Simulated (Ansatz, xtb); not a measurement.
Molecule: NH (charge 0, triplet). 
Geometry from a B3LYP-D3(BJ)/def2-TZVP (Ansatz, an electronic-structure program) optimisation:
```
N
H 1 1.0419
```
Charge 0, spin multiplicity 3.

Harmonic wavenumbers from GFN2-xTB (xtb, at its own minimum), cm⁻¹: 3277.

### Question
Give the harmonic wavenumbers at B3LYP-D3(BJ)/def2-TZVP (Ansatz, finite differences of forces, unscaled).

### Answer
3242 cm⁻¹. Zero-point energy 4.6 kcal/mol.

### Question
From these and the geometry, give the ideal-gas thermochemistry at 298.15 K and 1 atm (rigid rotor, harmonic oscillator).

### Answer
Point group C∞v, rotational symmetry number 1. Rotational constants 495.1, 495.1 GHz. S(trans) 34.07, S(rot) 7.01, S(vib) 0.00, S(elec, spin only) 2.18, S 43.3 cal/(mol K). H(298) - H(0) 2.07 kcal/mol; G - E(el) -6.2 kcal/mol.
